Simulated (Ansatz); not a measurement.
Basis-set series for phosphine (`P`). Total charge 0; spin multiplicity 1. All single points use the PBE0-D4/def2-TZVP geometry.

Bond lengths: P1–H2 1.420 Å, P1–H3 1.420 Å, P1–H4 1.420 Å. Angles: H2–P1–H3 93.1°, H2–P1–H4 93.1°, H3–P1–H4 93.1°.

```tsv
functional	basis	functions	energy (Eh)	HOMO (eV)	LUMO (eV)
PBE0-D4	def2-SVP	33	-342.89686	-7.75	1.30
PBE0-D4	def2-TZVPP	84	-343.01773	-7.86	0.78
ωB97M-V	def2-SVP	33	-342.99324	-9.94	3.37
ωB97M-V	def2-TZVPP	84	-343.11573	-10.08	2.70
```

Problem. Give the rows for def2-QZVPP. (Best estimate.)

Solution. Computed: 
```json
{"functional": "PBE0-D4", "basis": "def2-QZVPP", "functions": "160", "energy (Eh)": "-343.02888", "HOMO (eV)": "-7.88", "LUMO (eV)": "0.62"}
{"functional": "ωB97M-V", "basis": "def2-QZVPP", "functions": "160", "energy (Eh)": "-343.12639", "HOMO (eV)": "-10.10", "LUMO (eV)": "1.84"}
```

Positive LUMOs are unbound and depend on the basis.
